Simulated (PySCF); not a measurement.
Oxalyl dichloride, C2Cl2O2.
SMILES: `O=C(Cl)C(=O)Cl`

Torsions of this conformer, `[O:1]=[C:2]([Cl:3])[C:4](=[O:5])[Cl:6]`: O1–C2–C4–O5 178°.

The closed-shell ground state was solved at several levels (PySCF, density fitting, gas phase, non-relativistic). The structure is a single PBE0-D3(BJ)/def2-SVP conformer in the gas phase; no vibrational or solvent corrections.

```csv
level,basis functions,total energy (Eh),HOMO (eV),LUMO (eV),gap (eV),dipole (D)
BP86/pcSseg-2,230,-1147.2903,-7.54,-4.61,2.93,0.03
LDA/pcSseg-2,230,-1142.5119,-7.63,-4.80,2.83,0.04
OPBE/pcSseg-2,230,-1147.0382,-7.43,-4.45,2.98,0.03
PBE/pcSseg-2,230,-1146.5879,-7.43,-4.52,2.91,0.03
BLYP/pcSseg-2,230,-1147.1641,-7.32,-4.38,2.94,0.04
```

Task: What might HF/pcSseg-2 (230 basis functions) give for the same quantities?

Result: Total energy -1144.5558 Eh, HOMO -12.81 eV, LUMO 0.50 eV, gap 13.31 eV, dipole 0.04 D.

Task: Over all these levels, which gives the widest orbital gap and which the narrowest?

Result: HF/pcSseg-2 (Hartree–Fock, all exact exchange) has the widest, 13.31 eV, and LDA/pcSseg-2 (LDA) the narrowest, 2.83 eV. From the narrowest to the widest the HOMO moves by -5.18 eV and the LUMO by +5.30 eV.

Task: How far do the dipole and the HOMO energy spread over the levels?

Result: The dipole runs from 0.03 to 0.04 D (mean 0.04 D) and the HOMO from -12.81 to -7.32 eV.
